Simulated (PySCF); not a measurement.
Species: C5H12O.
InChI=1S/C5H12O/c1-5(2)4-6-3/h5H,4H2,1-3H3

Torsions of this conformer, `[CH3:1][O:2][CH2:3][CH:4]([CH3:5])[CH3:6]`: C1–O2–C3–C4 -179°, O2–C3–C4–C5 64°.

The closed-shell ground state was solved at several levels (PySCF, density fitting, gas phase, non-relativistic). The structure is a single GFN2-xTB conformer in the gas phase; no vibrational or solvent corrections.

```
         level  basis functions  HOMO (eV)  LUMO (eV)  gap (eV)  dipole (D)
PBE0/def2-SVPD              219      -7.41       0.78      8.19        1.06
 PBE0/pcSseg-1              162      -7.30       1.54      8.84        1.15
```

Q: What might B3LYP/pcJ-1 (282 basis functions) give for the same quantities?

A: HOMO -7.06 eV, LUMO 1.26 eV, gap 8.32 eV, dipole 1.11 D.

Q: Over all these levels, which gives the widest orbital gap and which the narrowest?

A: PBE0/pcSseg-1 has the widest, 8.84 eV, and PBE0/def2-SVPD the narrowest, 8.19 eV. The two share the functional. From the narrowest to the widest the HOMO moves by +0.11 eV and the LUMO by +0.76 eV.

Q: How far do the dipole and the HOMO energy spread over the levels?

A: The dipole runs from 1.06 to 1.15 D (mean 1.11 D) and the HOMO from -7.41 to -7.06 eV.
